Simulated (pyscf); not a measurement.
Single points on ωB97X-D3(BJ)/def2-SVP structures (PySCF, gas phase). Correlated levels are frozen-core, on RHF or UHF. ΔMP2 is the change of the MP2 total energy from the triple- to the quadruple-zeta basis.

Q: For the elementary gas-phase step SnH₃• + CH₄ -> SnH₄ + CH₃• (doublet surface; C–H broken, H–Sn formed), what barrier and reaction energy does CCSD(T)/def2-TZVPP + ΔMP2(QZVPP) give, measured from the separated reactants?

A: ΔE‡ = 34.7 kcal/mol, ΔE = +31.2 kcal/mol. Zero-point energy shifts the barrier by -3.3 kcal/mol. It is a hydrogen abstraction, with an imaginary mode of 346i cm⁻¹. This is the saddle that the search found; another between the same sides may lie lower. The angle at the transferred H is 180°. The CCSD(T) − MP2 part came from Ansatz, without density fitting, on the same reference. The frozen core leaves the outer d or s,p core shells of the metals and heavy elements correlated in the MP2 and CC values, and def2-TZVPP describes them poorly, which can shift differences by a few kcal/mol. Elements past Kr carry the def2 core potentials, without spin-orbit coupling.
